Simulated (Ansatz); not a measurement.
# NH3 (triplet): from Hartree-Fock to the top rungs at distance H1–H2 along a hydrogen transfer = 0.693 Å, cc-pVDZ

Aim: climb from Hartree-Fock through coupled cluster and multireference methods for NH3 (triplet) at one geometry and basis, and see what each rung misses.

The runs use Ansatz 0.2.0, Gaussian basis; cc-pVDZ, core rule «outside noble gas», up to 1 orbitals frozen.

The runs, in order: UHF; CCSD(T) on ROHF; CCSD(T) on UHF; BCCD(T) on ROHF; CISD; CCSDT(Q) on ROHF; CCSDT(Q) on UHF; CISDTQ; CCSDTQ on ROHF; CCSDTQ on UHF; CASSCF and MRCISD+Q, 4 electrons in 4 orbitals; CASSCF and NEVPT2, 4 electrons in 4 orbitals; CASSCF and MRCISD+Q, 8 electrons in 7 orbitals; CASSCF and NEVPT2, 8 electrons in 7 orbitals; Full CI.

## (1) What is computed

The geometry derives from fragments relaxed apart (PBE0/def2-TZVP) and kept rigid, so it is no stationary point. A hydrogen atom is moved between rigid fragments.

4 atoms, charge 0, spin multiplicity 3.

Atoms are counted from 1 here; the program's logs count them from 0.

Bond lengths: H1–H2 0.693 Å, N3–H4 1.040 Å.

## (2) UHF

File in.yaml:

```yaml
crystal:
  periodic: [false, false, false]
  atoms:
    - {symbol: H, position_ang: [-2.094390, 0.059434, 0.000000]}
    - {symbol: H, position_ang: [-1.401390, 0.059434, 0.000000]}
    - {symbol: N, position_ang: [0.216610, 0.059434, 0.000000]}
    - {symbol: H, position_ang: [0.485692, -0.944792, 0.000000]}
basis:
  gaussian: {orbitals: cc-pVDZ}
magnetization: {spin_polarized: true, initial_magnetization: 2}
hamiltonian: {xc: hf}
output: {orbitals: {seedname: orbitals}}
```

On the command line:

```
$ ansatz run in.yaml --threads 1 --pin off --events-out ev --progress --plain --max-ram 2880MiB --backend cpu
```

The runs that follow: CCSD(T) on ROHF; CCSD(T) on UHF; BCCD(T) on ROHF; CISD; CCSDT(Q) on ROHF; CCSDT(Q) on UHF; CISDTQ; CCSDTQ on ROHF; CCSDTQ on UHF; CASSCF and MRCISD+Q, 4 electrons in 4 orbitals; CASSCF and NEVPT2, 4 electrons in 4 orbitals; CASSCF and MRCISD+Q, 8 electrons in 7 orbitals; CASSCF and NEVPT2, 8 electrons in 7 orbitals; Full CI.

**Question.** What will the summary of the whole plan be? Wanted: FCI below the RHF energy; RMP2 from FCI; UMP2 from FCI; RCCSD from FCI; RCCSD(T) from FCI; UCCSD(T) from FCI; RCCSDT(Q) from FCI; UCCSDT(Q) from FCI; NEVPT2 pair from FCI.

The runs gave:

| quantity | value |
| --- | --- |
| FCI below the RHF energy | -4.7140 eV |
| RMP2 from FCI | +18.86 kcal/mol |
| UMP2 from FCI | +18.75 kcal/mol |
| RCCSD from FCI | +1.71 kcal/mol |
| RCCSD(T) from FCI | +0.33 kcal/mol |
| UCCSD(T) from FCI | +0.29 kcal/mol |
| RCCSDT(Q) from FCI | 0.00 kcal/mol |
| UCCSDT(Q) from FCI | -0.03 kcal/mol |
| NEVPT2 pair from FCI | +16.94 kcal/mol |
| MRCISD+Q pair from FCI | -0.30 kcal/mol |
| NEVPT2 valence from FCI | +16.73 kcal/mol |
| levels within 1 kcal/mol (43 meV) | RCCSD(T), UCCSD(T), BCCD(T), RCCSDT, UCCSDT, CISDTQ, RCCSDT(Q), UCCSDT(Q), RCCSDTQ, UCCSDTQ, MRCISD+Q pair, MRCISD+Q valence |
| T1 diagnostic | 0.020 |
| effectively unpaired electrons | 2.02 |

RCCSD(T) misses by +0.33 kcal/mol, 0.3 % of the correlation energy. MRCISD+Q pair falls below full CI: the +Q correction isn't variational, and the cores differ from full CI's. One determinant dominates. Of the multireference levels listed MRCISD+Q valence comes nearest in total energy (-0.04 kcal/mol), which doesn't show that its space is the better one. These misses are within one basis, not against nature; the frozen cores of restricted and unrestricted runs differ, which can shift their rows.
